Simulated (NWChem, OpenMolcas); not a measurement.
Exact exchange and the dipole moment of CN

The species is CN (2 atoms), meant as a doublet with charge 0. As SMILES, `[C]#N`. The shape is that of a PBE0-D4/def2-TZVP optimisation.

The dipole moment y, in D, basis cc-pVTZ; a is the functional's share of exact exchange. Programs: NWChem 7.3.0, OpenMolcas 26.06.

| functional | program | a | y (D) |
| --- | --- | --- | --- |
| UBLYP | NWChem | 0 | 1.07 |
| UPBE | NWChem | 0 | 1.11 |
| UB3LYP | OpenMolcas | 0.2 | 1.33 |
| UPBE0 | OpenMolcas | 0.25 | ? |
| UBHLYP | NWChem | 0.5 | 1.73 |

Q: Fit y = c + s·a to the known rows and predict UPBE0.

A: 
1. Means of the 4 rows: a = 0.1750, y = 1.310.
2. Σ(Δa)² = 0.1675, Σ(Δa·Δy) = 0.214, so the slope is 0.214/0.1675 = 1.2776.
3. Intercept: 1.310 − (1.2776) × 0.1750 = 1.086. The largest residual of the fit is 0.024.
4. UPBE0: 1.086 + (1.2776) × 0.25 = 1.41 D.

The run gave 1.45 D, so the prediction is off by -0.04 D, more than the scatter of the fit. More exact exchange makes the molecule more polar here.
